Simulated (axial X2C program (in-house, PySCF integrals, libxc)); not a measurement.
# OBO: bond lengths and stretches, held linear

An exercise on one series of results from a longer session: the logs are not shown, and one member is left open.

The runs use an in-house X2C program for linear molecules on PySCF integrals; all-electron X2C, two-component (2c) or spin-free, O dyall-av3z, B dyall-v3z.

All values are calculated.

2 further runs of the same task are left out: 2 set aside as unsound or not needed.

The first run:

Input file task.json:

```json
{"zs": [8, 5, 8], "q": 0, "bas": ["dyall-av3z", "dyall-v3z", "dyall-av3z"], "r0": [1.35, 1.35], "symm": 1, "scan": ["PBE0", "HF", "LDA"], "levels": ["PBE0", "HF", "BHandHLYP"], "nst": 2}
```

Keys: zs atomic numbers; q charge; bas basis sets; r0 starting distance in Å; symm equal bonds; scan levels of the two-bond scan; levels methods; nst determinants followed.

On the command line:

```bash
> python solin.py task.json out
```

Masses O 15.995, B 11.009, O 15.995 u.

Among the steps run: Scan at PBE0, 2c; Scan at LDA, 2c; Scan at PBE0, spin-free.

One of the session's tables, all rows but one given; the rest of the session is left out.

```
          level  upper stretch (cm⁻¹)
       PBE0, 2c                1477.7
        LDA, 2c                     ?
PBE0, spin-free                1476.5
 LDA, spin-free                1733.6
```

Q: Estimate the row for LDA, 2c from the others.

**Answer.** upper stretch (cm⁻¹): 1733.8. In the column «upper stretch (cm⁻¹)» it is the highest.

Scans not shown above were run alike.

The molecule was held linear; bending was not examined, so a bent shape may lie lower. Note: functional without a current term on a determinant with orbital currents, of the molecule or an atom.
